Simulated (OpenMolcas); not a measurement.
**H2S (hydrogen sulfide): levels of theory compared**

Aim: a comparison of 6 runs (HF/3-21G, PBE/3-21G, SVWN5/3-21G, UB3LYP/3-21G, r2SCAN/3-21G, ACPF/3-21G) of H2S (hydrogen sulfide). 

Program for the calculation: OpenMolcas 26.06.

1 further run of the same task is left out (set aside as unsound or not needed).

### 1 The system as given

The species is H2S (3 atoms), meant as a singlet with charge 0. SMILES: `S`. The S1–H3 distance was set to 1.677 Å, away from the relaxed value.

Bond lengths: S1–H2 1.341 Å. A long bond or contact: S1–H3 1.677 Å.

### 2 The energy at HF/3-21G (run 1)

The input, mol.inp:

```
>>> EXPORT MOLCAS_PRINT=2

&gateway
 baslib
 $CurrDir
 coord
 3
 bohr
 S      1.45081645    -0.32402945     0.76809430
 H      0.69946134     2.09160746     0.61408162
 H     -1.12136348    -1.35512260    -0.76779572
 basis
 3-21G
 group
 NoSym

&seward

&scf
 thresholds
 1e-10 1e-07 1e-07 1e-05
 prorbitals
 1 1
```

The basis set 3-21G is read from a file made from the Basis Set Exchange's data (not shown).

Run with:

```console
export MOLCAS_MEM=1860
pymolcas mol.inp > mol.log
```

The program printed:

```text
--- Start Module: gateway ---
[...]
--- Stop Module: gateway /rc=_RC_ALL_IS_WELL_ ---
--- Start Module: seward ---
[...]
      Basis functions           17
--- Stop Module: seward /rc=_RC_ALL_IS_WELL_ ---
--- Start Module: scf ---
[...]
       Convergence after  10 Iterations
[...]
::    Total SCF energy                               -396.6755966707
[...]
      Total spin, S                                     0.0000000000
[...]
      Total electronic charge=   18.000000
      Total            charge=   -0.000000
[...]
      Dipole Moment (debye):
      Origin of the operator (angstrom)=    0.7156   -0.1497    0.3799
                   X= -1.2974E+00               Y=  9.0454E-01               Z= -6.2020E-01           Total=  1.6988E+00
      Quadrupole Moment (debye*angstrom):
[...]
--- Stop Module: scf /rc=_RC_ALL_IS_WELL_ ---
[...]
```

Wall time 1.5 s (1 thread of Arm Neoverse V1, shared host); peak memory 0.37 GiB.

### 3 A single-point energy at PBE/3-21G (run 2)

The input, mol.inp:

```
&gateway
  baslib
  $CurrDir
  coord
  3
  bohr
  S      1.45081645    -0.32402945     0.76809430
  H      0.69946134     2.09160746     0.61408162
  H     -1.12136348    -1.35512260    -0.76779572
  basis
  3-21G
  group
  NoSym

&seward
  gridinput
  Grid=UltraFine
  End of Grid

&scf
  ksdft
  PBE
  thresholds
  1e-10 1e-07 1e-07 1e-05
  prorbitals
  1 1
```

The basis set 3-21G is read from a file made from the Basis Set Exchange's data (not shown).

Run with:

```console
export MOLCAS_MEM=1860
pymolcas mol.inp > mol.log
```

The program printed:

```text
--- Start Module: gateway ---
[...]
--- Stop Module: gateway /rc=_RC_ALL_IS_WELL_ ---
--- Start Module: seward ---
[...]
      Basis functions           17
--- Stop Module: seward /rc=_RC_ALL_IS_WELL_ ---
--- Start Module: scf ---
[...]
       Convergence after  11 Iterations
[...]
::    Total KS-DFT energy                            -397.1912480382
[...]
      Total spin, S                                     0.0000000000
[...]
      Total electronic charge=   18.000000
      Total            charge=   -0.000000
[...]
      Dipole Moment (debye):
      Origin of the operator (angstrom)=    0.7156   -0.1497    0.3799
                   X= -1.3095E+00               Y=  9.2119E-01               Z= -6.2510E-01           Total=  1.7188E+00
      Quadrupole Moment (debye*angstrom):
[...]
--- Stop Module: scf /rc=_RC_ALL_IS_WELL_ ---
[...]
```

Wall time 3.3 s (1 thread of Arm Neoverse V1, shared host); peak memory 0.37 GiB.

Run 3 isn't shown in full; the table further down has it.

### 4 The energy at UB3LYP/3-21G (run 4)

The input, mol.inp:

```
&GATEWAY
BASLIB
$CurrDir
COORD
3
bohr
S      1.45081645    -0.32402945     0.76809430
H      0.69946134     2.09160746     0.61408162
H     -1.12136348    -1.35512260    -0.76779572
BASIS
3-21G
GROUP
NoSym
&SEWARD
GRIDINPUT
Grid=UltraFine
End of Grid
&SCF
UHF
KSDFT
B3LYP
THRESHOLDS
1e-10 1e-07 1e-07 1e-05
SCRAMBLE
0.25
PRORBITALS
1 1
```

The basis set 3-21G is read from a file made from the Basis Set Exchange's data (not shown).

Run with:

```console
export MOLCAS_MEM=1860
pymolcas mol.inp > mol.log
```

The program printed:

```text
--- Start Module: gateway ---
[...]
--- Stop Module: gateway /rc=_RC_ALL_IS_WELL_ ---
--- Start Module: seward ---
[...]
      Basis functions           17
--- Stop Module: seward /rc=_RC_ALL_IS_WELL_ ---
--- Start Module: scf ---
[...]
       Convergence after  14 Iterations
[...]
::    Total KS-DFT energy                            -397.3907086117
[...]
      Total spin, S                                    -0.0000000000
[...]
      Total electronic charge=   18.000000
      Total            charge=   -0.000000
[...]
      Dipole Moment (debye):
      Origin of the operator (angstrom)=    0.7156   -0.1497    0.3799
                   X= -1.2481E+00               Y=  8.9602E-01               Z= -5.9383E-01           Total=  1.6472E+00
      Quadrupole Moment (debye*angstrom):
[...]
--- Stop Module: scf /rc=_RC_ALL_IS_WELL_ ---
[...]
```

Wall time 5.1 s (1 thread of Arm Neoverse V1, shared host); peak memory 0.37 GiB.

Run 5 isn't shown in full; the table further down has it.

### 5 A single-point energy at ACPF/3-21G (run 6)

The input, mol.input:

```
>>> EXPORT MOLCAS_PRINT=2
&gateway
baslib=$CurrDir
coord
3
bohr
S      1.45081645    -0.32402945     0.76809430
H      0.69946134     2.09160746     0.61408162
H     -1.12136348    -1.35512260    -0.76779572
basis=3-21G
group=NoSym
&seward
&scf
thresholds=1e-10 1e-07 1e-07 1e-05
prorbitals=1 1
&motra
frozen=5
&guga
electrons=8
spin=1
inactive=4
active=0
ciall=1
&cpf
acpf
```

The basis set 3-21G is read from a file made from the Basis Set Exchange's data (not shown).

Run with:

```console
export MOLCAS_MEM=1860
pymolcas mol.input > mol.log
```

The program printed:

```text
--- Start Module: gateway ---
[...]
--- Stop Module: gateway /rc=_RC_ALL_IS_WELL_ ---
[...]
      Basis functions           17
[...]
       Convergence after  10 Iterations
[...]
::    Total SCF energy                               -396.6755966707
[...]
      Total spin, S                                     0.0000000000
[...]
      *** WARNING: Default frozen orbitals is overwritten by user input.
      *** Default values:   5
[...]
--- Start Module: guga ---
[...]
--- Stop Module: guga /rc=_RC_ALL_IS_WELL_ ---
--- Start Module: cpf ---
[...]
      Active orbitals                            0       0
[...]
      Spin quantum number                      0.0
[...]
     FINAL ACPF ENERGY        -396.76305196
     FINAL CORRELATION ENERGY   -0.08745529  REFERENCE ENERGY    -396.67559667
[...]
      Title:  ACPF natural orbitals
[...]
      Total electronic charge=   18.000000
      Total            charge=    0.000000
[...]
      Dipole Moment (debye):
      Origin of the operator (angstrom)=    0.7156   -0.1497    0.3799
                   X= -1.1551E+00               Y=  8.9183E-01               Z= -5.4281E-01           Total=  1.5570E+00
      Quadrupole Moment (debye*angstrom):
[...]
--- Stop Module: cpf /rc=_RC_ALL_IS_WELL_ ---
[...]
```

Wall time 1.7 s (1 thread of Arm Neoverse V1, shared host); peak memory 0.37 GiB.

### 6 Overview of the runs

| run | level | integration grid | scramble | energy (Eh) | dipole moment (D) of the reference | HOMO energy (eV) | LUMO energy (eV) | wall time |
| --- | --- | --- | --- | --- | --- | --- | --- | --- |
| 1 | HF/3-21G | – | – | -396.675597 | 1.70 | -10.69 | 2.55 | 1.5 s |
| 2 | PBE/3-21G | UltraFine | – | -397.191248 | 1.72 | -6.07 | -2.10 | 3.3 s |
| 3 | SVWN5/3-21G | UltraFine | – | -395.979072 | 1.86 | -6.09 | -2.15 | 2.8 s |
| 4 | UB3LYP/3-21G | UltraFine | 0.25 | -397.390709 | 1.65 | -7.17 | -1.37 | 5.1 s |
| 5 | r2SCAN/3-21G | UltraFine | – | -397.318151 | 1.80 | -6.45 | -2.00 | 3.6 s |
| 6 | ACPF/3-21G | – | – | -396.763052 | 1.70 | -10.69 | 2.55 | 1.7 s |

### 7 What came out

```
                                          quantity          value
                               run 6: total energy  -396.76305 Eh
         run 6: dipole moment (mean-field density)         1.70 D
        run 6: HOMO energy (Hartree–Fock orbitals)      -10.69 eV
        run 6: LUMO energy (Hartree–Fock orbitals)        2.55 eV
      run 6: HOMO–LUMO gap (Hartree–Fock orbitals)       13.25 eV
run 6: correlation energy (5 core orbitals frozen)      -87.5 mEh
```

In words: Over runs 1, 2, 3, 4, 5 the dipole moment (its size) runs from 1.65 D (UB3LYP/3-21G) to 1.86 D (SVWN5/3-21G). Over runs 1, 2, 3, 4, 5 the HOMO–LUMO gap runs from 3.94 eV (SVWN5/3-21G) to 13.25 eV (HF/3-21G). Exact exchange widens orbital gaps. Totals of different functionals can't be ranked against each other. All runs together took 18 s, the longest 5.1 s.
